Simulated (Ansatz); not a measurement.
# Structure relaxation of CuBiH₃

The calculation used DFT PBE, scalar-relativistic, plane waves, PAW in Ansatz 0.2.0.

The start puts CuBiH₃ on the cubic perovskite structure type (Pm-3m, No. 221), with Cu in place of Sr, Bi in place of Ti, H in place of O, at a guessed volume.

The final relaxation ran on this input, with the default PAW datasets:

```yaml
crystal:
  lattice:
    - [4.1661211232, 0.0, 0.0]
    - [0.0, 4.1661211232, 0.0]
    - [0.0, 0.0, 4.1661211232]
  atoms:
    - { symbol: Cu, position: [0.0, 0.0, 0.0] }
    - { symbol: Bi, position: [0.5, 0.5, 0.5] }
    - { symbol: H, position: [0.0, 0.5, 0.5] }
    - { symbol: H, position: [0.5, 0.0, 0.5] }
    - { symbol: H, position: [0.5, 0.5, 0.0] }
basis:
  ecutwfc: 420
kpoints:
  mp_grid: { grid: [10, 10, 10] }
hamiltonian:
  xc: pbe
scf:
  occupations: { method: gaussian, width: 0.1 }
output:
  forces: true
  stress: true
  eigenvalues: true
  write_density: true
  write_potential: true
  elf: true
  volumetric_format: npy
relax:
  adjacent_minimum: "off"
  f_tol: 0.01
  max_steps: 80
  cell: { stress_tol: 0.05 }
```

Launched as:

```bash
ansatz run input.yaml --threads 1 --pin off --max-ram 2560MiB --backend cpu --events-out ev --progress --plain --runs-dir out
```

The run took 27 s on 1 thread of Arm Neoverse V1, with other jobs on the host, peak memory 0.4 GiB.

End of the output:

```
SCF converged after 6 iterations
Free energy (F): -19064.821846 eV
Harris-Foulkes:  -19064.821846 eV  (|F-HF|=7.28e-12)
Internal energy: -19064.814733 eV  (E = F + TS)
E sigma→0 (E₀):  -19064.818290 eV
Entropy (-TS):   -0.007113 eV (-1.423 meV/atom)
Fermi energy:    7.182981 eV
--- Per-component energies (eV) ---
  E_band       = -664.108112
  E_kinetic    = 639.598566
  E_local      = -7270.204781  (includes V_loc(G=0)·N_el)
  E_nonlocal   = 971.235594
  E_hartree    = 3024.728303
  E_xc         = -262.617763
  E_vxc        = -287.614127  (∫ρ·V_xc dr)
  E_paw        = -12341.978531  (= ΣΔE_a)
  E_vpaw       = -766.577120  (= ΣTr[D̂ρ^β])
  E_aug_tail   = -0.003451  (compensation charges beyond the density's cutoff)
  E_ewald      = -3825.572669
  E_smearing   = -0.007113  (= −TS)
  E_closure    = 0.000000  (closes the sum)
  Σ components = -19064.821846   (vs F -19064.821846, Δ=0.00e0)
--- Forces (eV/Å), atoms counted from 1 ---
  atom   1  Cu     0.00000000     0.00000000     0.00000000
  atom   2  Bi     0.00000000     0.00000000     0.00000000
  atom   3  H      0.00000000     0.00000000     0.00000000
  atom   4  H      0.00000000     0.00000000     0.00000000
  atom   5  H      0.00000000     0.00000000     0.00000000
  max |Σ_I F_I| component: 2.33e-29 eV/Å
--- Stress (GPa, compression-positive) ---
       -0.003778       0.000000       0.000000
        0.000000      -0.003778       0.000000
        0.000000       0.000000      -0.003778
  P = ⅓ Tr σ = -0.0038 GPa (-0.038 kbar)
--- Relaxed structure (3 steps of the walk, 3 accepted, 1 SCFs on fresh bases) ---
  F+E_penalty+E_count = -19064.82184585 eV   max|allowed force component| = 1.847e-29 eV/Å   (the final SCF, on the basis selected at the relaxed cell)
  cell:  # Å, volume = 71.6423 Å³
    - [4.153268, 0.000000, 0.000000]
    - [0.000000, 4.153268, 0.000000]
    - [0.000000, 0.000000, 4.153268]
  atoms:
    - { symbol: Cu, position: [0.000000, 0.000000, 0.000000] }
    - { symbol: Bi, position: [0.5, 0.5, 0.5] }
    - { symbol: H, position: [0.000000, 0.5, 0.5] }
    - { symbol: H, position: [0.5, 0.000000, 0.5] }
    - { symbol: H, position: [0.5, 0.5, 0.000000] }
```

Absolute energies hang on the potentials; compare differences alone.

The result has space group Pm-3m (No. 221). Cu is coordinated by 12 H at 2.94 Å; around Bi lie 6 H at 2.08 Å; around H lie 2 Bi at 2.08 Å.

Against the elements it lies at 0.90 eV/atom. Formation energies are uncorrected and refer to the elements' standard structures at the same level (H₂ as a molecule).

The k mesh leaves about 4 meV/atom of noise in metals. Spin–orbit coupling is left out.

A structure relaxed within its symmetry needn't be a true minimum.